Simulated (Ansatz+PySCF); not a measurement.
Two shapes of doublet CH3.

Shape 1:

```xyz
4

C     0.0000    0.0000    0.0000
H     1.0903    0.0000    0.0000
H    -0.5452    0.9443    0.0000
H    -0.5452   -0.9443    0.0000
```

Shape 2:

```xyz
4

C    -0.0331   -0.0197    0.0319
H     1.0791    0.0023   -0.0487
H    -0.5446    0.9942    0.0021
H    -0.5378   -0.9206    0.0434
```

Basis set: def2-SVP (spherical functions). Charge 0, multiplicity 2.

Computed with Ansatz (development build ahead of 0.2.0); each method stands on the lowest determinant of its kind that the runs found.

Question: Which shape is lower in energy, and by how much in each method?

Answer:

```csv
method,E(2) − E(1) (eV)
PBE (restricted open-shell),0.120
PBE0 (restricted open-shell),0.125
PBE0 (unrestricted),0.125
r²SCAN (restricted open-shell),0.124
r²SCAN (unrestricted),0.124
```

Shape 1 is lower.
